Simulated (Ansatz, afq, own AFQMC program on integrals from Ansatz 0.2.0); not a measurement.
Nb, sextet → Nb⁺, quintet

A free Nb atom.

E(quintet, charge +1) − E(sextet, charge +0) at this geometry, on UHF and UHF determinants.

Basis def2-TZVP with its core potentials. Only valence electrons are correlated. Integrals, coupled cluster, full CI and functionals: Ansatz 0.2.0; the random walks run on the same integrals in our own AFQMC program. ph-AFQMC/CISD is guided by a CISD state made of CCSD amplitudes; releasing the constraint for a short imaginary time cuts its bias at the price of noise, slowly where states lie close. Error bars are statistical, one sigma. No spin–orbit coupling. The metal's outer-core s and p shells are frozen, which shifts wave-function levels against functionals. The errors of all members are added in quadrature.

Full CI on the same integrals is exact in this basis and with this determinant's frozen core.

Errors are counted within def2-TZVP, not against nature.

Cautions: no spin-orbit coupling; outer-core shells of the metal frozen; Nb (sextet): the released energies have errors that jump between times, so the bars are unsure, so no released level is given (meV from the phaseless value at times in 1/Eh: 9 ± 13 at 0.60, -4.7 ± 1.0 at 1.20, -40 ± 34 at 2.00, -3.7 ± 2.2 at 3.00, 3 ± 6 at 4.20), though the last usable value meets full CI within the noise.

| level | vertical ionization energy (kcal/mol) |
| --- | --- |
| CCSD | 147.6 |
| HF | 138.4 |

Task: From these cheaper values, estimate the vertical ionization energy at the reference level in def2-TZVP.

Result: 148.0 kcal/mol (full CI in def2-TZVP).

```json
{"level": "MP2", "vertical ionization energy (kcal/mol)": "146.5", "error against FCI (kcal/mol)": "-1.5"}
{"level": "CCSD(T)", "vertical ionization energy (kcal/mol)": "147.9", "error against FCI (kcal/mol)": "-0.1"}
{"level": "CCSDT", "vertical ionization energy (kcal/mol)": "148.0", "error against FCI (kcal/mol)": "0.0"}
{"level": "CCSDT(Q)", "vertical ionization energy (kcal/mol)": "148.0", "error against FCI (kcal/mol)": "0.0"}
{"level": "ph-AFQMC/CISD", "vertical ionization energy (kcal/mol)": "147.8 ± 0.03", "error against FCI (kcal/mol)": "-0.2 ± 0.03"}
```

Correlation beyond CCSD(T) adds 0.1 kcal/mol. The perturbative (T) step is worth +0.3 kcal/mol.

CCSDT and higher add their correlation energy to the determinant of the CCSD(T) run, since their own runs factorise the integrals more tightly (a shift of under 2 meV).
